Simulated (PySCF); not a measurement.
C₂H₂ClN₃.
SMILES: `ClC1=NC=NN1`

The closed-shell ground state was solved at several levels (PySCF, density fitting, gas phase, non-relativistic). Isolated species at its PBE0-D3(BJ)/def2-SVP geometry, gas phase.

| level | basis functions | HOMO (eV) | LUMO (eV) | gap (eV) | dipole (D) |
| --- | --- | --- | --- | --- | --- |
| PBE0/def2-SVPD | 143 | -7.91 | -0.39 | 7.52 | 2.11 |
| PBE0/pcSseg-1 | 119 | -7.89 | -0.25 | 7.64 | 2.23 |

(1) Estimate the row for HF/pcSseg-2, a basis of 251 functions; the other rows only guide the guess.

(2) Over all these levels, which gives the widest orbital gap and which the narrowest?

(3) How far do the dipole and the HOMO energy spread over the levels?

## Answers

(1) HOMO -10.27 eV, LUMO 2.53 eV, gap 12.80 eV, dipole 2.15 D.

(2) HF/pcSseg-2 (Hartree–Fock, all exact exchange) has the widest, 12.80 eV, and PBE0/def2-SVPD (global hybrid, 25 % exact exchange) the narrowest, 7.52 eV. Functional and basis both differ between the two, so the spread mixes both effects. The HOMO need not be the same orbital at Hartree–Fock and at DFT levels.

(3) The dipole runs from 2.11 to 2.23 D (mean 2.16 D) and the HOMO from -10.27 to -7.89 eV.
